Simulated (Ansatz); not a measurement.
1T (CdI2-type) HfS2

Calculation: PBE-D3(BJ) (plane waves, PAW; Ansatz, an electronic-structure program).

Numerical settings: plane-wave cutoff 520 eV, 12×12×6 k mesh (along the axes of the cell as run), Fermi–Dirac smearing 0.01 eV, scalar-relativistic PAW data made under PBE.

Cell: relaxed at this level.

- volume per atom = 21.65 Å³/atom
- bulk modulus B0 = 32.0 GPa
- equilibrium lattice constant a = 3.606 Å
- lattice parameter c = 5.768 Å
- band gap = 0.85 eV
- smallest direct gap on the k points sampled = 1.80 eV
- direct gap at Γ = 1.85 eV

Measured, for comparison: band gap 1.8 eV (temperature not stated, no zero-point or thermal correction, fundamental, indirect, our sources range from 1.80 to 1.96; as tabulated in Rybak et al. (2022), arXiv:2210.12074); lattice constant a 3.635 Å (temperature not stated, no zero-point or thermal correction; as tabulated in Björkman (2014), arXiv:1406.2436); lattice parameter c 5.83 Å (temperature not stated, zero-point anharmonic expansion removed (computed with revB86b-DF2); no thermal correction; as tabulated in Björkman (2014), arXiv:1406.2436). Computed (rounded) less measured: lattice constant a -0.8 %, lattice parameter c -1.1 %. A static lattice is as a rule a little smaller and stiffer than an uncorrected measurement, which narrows the difference in the lattice constant a and would widen misses of the other sign.

Note: the bulk modulus comes from volumes at which shape and atoms were relaxed.

Spin–orbit coupling is not included.

Static lattice: no zero-point or thermal effects.

Cost on a shared machine: roughly 4 core-minutes.
